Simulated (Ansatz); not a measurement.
Results of LDA in Ansatz (plane waves, PAW) for rutile SnO₂.

Settings: plane-wave cutoff 520 eV, 6×6×8 k mesh (along the axes of the cell as run), scalar-relativistic PAW data made under PBE.

Cell (relaxed at this level):

Space group P4₂/mnm (No. 136); a = 4.7226 Å, b = 4.7226 Å, c = 3.1904 Å, α = 90.00°, β = 90.00°, γ = 90.00°

```json
[
 {"atom": "Sn", "site": "2a", "symmetry": "m.mm", "x": "0.0000", "y": "0.0000", "z": "0.0000"},
 {"atom": "O", "site": "4f", "symmetry": "m.2m", "x": "0.3061", "y": "0.3061", "z": "0.0000"}
]
```

### Question
Estimate the elastic constant C66, polycrystal shear modulus (Hill average), elastic constant C12, Voigt–Reuss–Hill bulk modulus, elastic constant C44, elastic constant C11, elastic constant C13 and elastic constant C33 that the calculation returns.

### Answer

elastic constant C66: 204 GPa
polycrystal shear modulus (Hill average): 92.6 GPa
elastic constant C12: 179 GPa
Voigt–Reuss–Hill bulk modulus: 208 GPa
elastic constant C44: 94.4 GPa
elastic constant C11: 248 GPa
elastic constant C13: 155 GPa
elastic constant C33: 430 GPa

Measured, for comparison: elastic constant C66 207 GPa, elastic constant C12 177 GPa, elastic constant C44 103 GPa, elastic constant C11 262 GPa, elastic constant C13 156 GPa, elastic constant C33 450 GPa (temperature not stated, not corrected to a static lattice; as tabulated in Oses et al. (2018), arXiv:1811.08464); Voigt–Reuss–Hill shear modulus 102 GPa (temperature not stated, not corrected to a static lattice, Hill average of measured single-crystal constants; as tabulated in Oses et al. (2018), arXiv:1811.08464). Computed (rounded) less measured: elastic constant C66 -1 %, Voigt–Reuss–Hill shear modulus -9 %, elastic constant C12 +1 %, elastic constant C44 -8 %, elastic constant C11 -5 %, elastic constant C13 -0.6 %, elastic constant C33 -4 %. A static lattice is as a rule a little smaller and stiffer than an uncorrected measurement, which narrows the difference in the elastic constant C12 and would widen misses of the other sign.

Elastic constants are with the ions relaxed.

Spin–orbit coupling is not included.

The computed numbers hold no vibrational or temperature effects.

Computing time: roughly 10 core-minutes.

Ansatz is a program for electronic structure.
